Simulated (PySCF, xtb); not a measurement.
methoxyethane (C₃H₈O), SMILES CCOC. The values are those of a single conformer.

Harmonic wavenumbers (cm⁻¹) from GFN2-xTB (xtb) at its own minimum, in rising order: 104, 183, 244, 366, 466, 825, 887, 1021, 1075, 1102, 1132, 1139, 1200, 1284, 1342, 1398, 1407, 1464, 1473, 1486, 1496, 1500, 2854, 2897, 2925, 2967, 3024, 3039, 3046, 3048.

Q: What does PBE-D3(BJ)/def2-SVP (PySCF) give at its own minimum? (The exact figures need the calculation; the answer reports its results.)

A: 106, 202, 243, 370, 453, 779, 841, 990, 1060, 1104, 1135, 1170, 1189, 1285, 1323, 1358, 1399, 1404, 1412, 1419, 1429, 1445, 2881, 2889, 2943, 2975, 3011, 3056, 3065, 3071. Paired by order, the mean absolute difference is 24 cm⁻¹ and the zero-point energies are 66.3 and 65.8 kcal/mol.
